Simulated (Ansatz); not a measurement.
`FC1C=C1S`, 8 atoms. Total charge 0; spin multiplicity 1. All runs use 2 threads of an Arm Neoverse V1 on a shared host. Correlated methods freeze the cores.

**Question.** How many basis functions does each run have, and how long does it take in Ansatz? RKS PBE0-D4/def2-SVP energy; RHF-MP2/def2-QZVPP energy; RKS BLYP-D4/def2-TZVPP energy; RKS r2SCAN0-D4/def2-TZVPP energy; RHF-CCSD(T)/def2-TZVPP energy; RKS PBE-QIDH (frozen core)/def2-TZVPP energy; direct RPA on PBE orbitals/def2-TZVPP energy; RKS PBE0-D4/def2-TZVP relaxation (7 steps); RKS PBE0-D4/def2-TZVP frequencies; RKS ωB97M-V/def2-QZVPP energy; RKS PBE0-D4/def2-QZVPP energy; RKS BHLYP-D4/def2-TZVPP energy. (Estimate.)

**Answer.** Ansatz gave: Other jobs shared the machine, so times are rough.

```tsv
level	job	functions	wall time	peak host memory (GiB)
RKS PBE0-D4/def2-SVP	energy	89	1.3 s	0.17
RKS BLYP-D4/def2-TZVPP	energy	208	2.5 s	0.23
RKS BHLYP-D4/def2-TZVPP	energy	208	3.5 s	0.44
direct RPA on PBE orbitals/def2-TZVPP	energy	208	6 s	0.4
RKS r2SCAN0-D4/def2-TZVPP	energy	208	6 s	0.44
RKS PBE-QIDH (frozen core)/def2-TZVPP	energy	208	6.5 s	0.46
RKS PBE0-D4/def2-QZVPP	energy	388	9 s	1.1
RHF-MP2/def2-QZVPP	energy	388	23 s	1.8
RKS ωB97M-V/def2-QZVPP	energy	388	23 s	1.2
RKS PBE0-D4/def2-TZVP	relaxation (7 steps)	179	33 s	0.4
RHF-CCSD(T)/def2-TZVPP	energy	208	110 s	2.9
RKS PBE0-D4/def2-TZVP	frequencies	179	2.4 min	0.41
```
